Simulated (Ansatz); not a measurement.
Rock-salt EuSe, treated with PBEsol (Ansatz, an electronic-structure program, PAW).

Input file:

Ansatz 0.2 input:
```yaml
crystal:
  lattice:
    - [0.0, 3.0955, 3.0955]
    - [3.0955, 0.0, 3.0955]
    - [3.0955, 3.0955, 0.0]
  atoms:
    - { symbol: Eu, position: [0.0, 0.0, 0.0], spin: 7.0 }
    - { symbol: Se, position: [0.5, 0.5, 0.5], spin: 0.0 }
basis:
  ecutwfc: 520
  ecutrho_ratio: 4
  xc_grid: 2
kpoints:
  mp_grid: { grid: [16, 16, 16] }
hamiltonian:
  xc: pbesol
  dispersion: none
  pseudopotentials: { kind: paw }
scf:
  occupations: { method: fermi_dirac, width: 0.05 }
  convergence: { dr2_threshold: 0.0000000002 }
output:
  forces: true
  stress: true
  eigenvalues: true
magnetization:
  spin_polarized: true
```

**Question.** How many irreducible k-points, plane waves at Γ does the program set up, and what pressure does the run end with?

**Answer.** 145 irreducible k-points, 1639 plane waves at Γ; P = -4.26 GPa, so the cell is stretched on average and its volume would shrink at this level.

From the output:

```
Crystal: 2 atoms, lattice volume = 59.323 Å³
Basis set: ecut = 520 eV, 1639 PW (Γ), exchange–correlation on 72×72×72 points (8 copies of the dense FFT grid, shifted against one another)
Bands: 24, of which v1, the nominal top of the filled ones, is band 17 counted from 1 (16 counted from 0)
Symmetry: 48 space group operations
Space group: Fm-3m (ITA 225), of the structure as read, at distance tolerance 3.9e-5 Å
k-points: 145 of 4096
Initial density: superposition of atomic densities (chi_scale 0.1, normalization cell)
Functional: x = pbesol(κ = 0.804, μ = 0.12345679012345678), c = pbesol(β = 0.046)
spin=Collinear: Kerker preconditioning applied to the charge; magnetization (m = ρ↑ − ρ↓) channel mixes plain (no charge-response kernel on spin).
SCF 1 converged in 16 iterations: F = -14092.721789 eV  dr2 = 1.05e-12
SCF converged after 16 iterations
Magnetization: 6.9888 μB (19.9944 up, 13.0056 down)
Free energy (F): -14092.721789 eV
Internal energy: -14092.712004 eV  (E = F + TS)
E sigma→0 (E₀):  -14092.716896 eV
Fermi energy:    10.422794 eV
--- Stress (GPa, compression-positive) ---
       -4.258064       0.000000      -0.000000
        0.000000      -4.258064       0.000000
       -0.000000       0.000000      -4.258064
  P = ⅓ Tr σ = -4.2581 GPa (-42.581 kbar)
```

The PAW data were made under PBE.

The run is spin-polarised with parallel starting moments, which need not be the measured order.

Note: the magnetic order was assumed, not searched for or taken from measurement. Note: the 4f shell is treated without U or exact exchange, so its levels and filling can be wrong. Note: cell and atoms aren't relaxed at this level (pressure -4.3 GPa).
